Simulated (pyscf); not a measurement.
Optimised with ωB97X-D3(BJ)/def2-SVP in PySCF. MP2 and CC: frozen core, UHF for open shells. ΔMP2 is the change of the MP2 total energy from the triple- to the quadruple-zeta basis.

Task: What is the homolytic dissociation enthalpy (298 K, CCSD(T)/def2-TZVPP + ΔMP2(QZVPP)) of the Be–C bond of H₃C–Be–CH₃, to CH₃• + [Be–CH₃]•?

Result: Be–C to CH₃• + [Be–CH₃]•: 92.0 kcal/mol. The radicals are drawn with the spin at the cut bond; how far it spreads was not checked. Other isomers of [Be–CH₃]• were not searched in full and may lie lower. The CCSD(T) − MP2 part came from Ansatz, without density fitting, on the same reference.
